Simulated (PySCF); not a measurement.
# Ionising NH

UHF-CCSD; PySCF, no relativity, basis sets H def2-TZVPPD, N def2-TZVPPD. Neutral (UHF): triplet (π ↑↑), Re = 1.037 Å, ωe = 3302 cm⁻¹, De = 3.43 eV.

NH⁺ (UHF): quartet (σ ↑, π ↑↑), Re = 1.091 Å, ωe = 2741 cm⁻¹, De = 3.69 eV to H⁺ + N. The energies at the minima are -55.13982 hartree for NH and -54.64944 for NH⁺.

Question: Work out the adiabatic ionisation energy, without and with harmonic zero-point energies (1 hartree = 27.2114 eV, 1 eV = 8065.5 cm⁻¹), and the change of the bond length.

Answer: At UHF-CCSD: 0.49038 hartree = 13.344 eV between the minima; the zero-point term (2741.0 − 3302.0)/2 cm⁻¹ = -0.035 eV makes it 13.309 eV. Re changes by +5.4 pm against the neutral. The electron leaves a σ orbital, and the longer bond of the ion fits a bonding orbital, or a change in how ionic the bond is.

Correlated steps freeze 1 core orbital. For an ion De counts to the pair picked by the measured ionisation energies or electron affinities, which need not be the lowest pair at this level. States were picked by a PBE0 search and need not be the measured ground states.
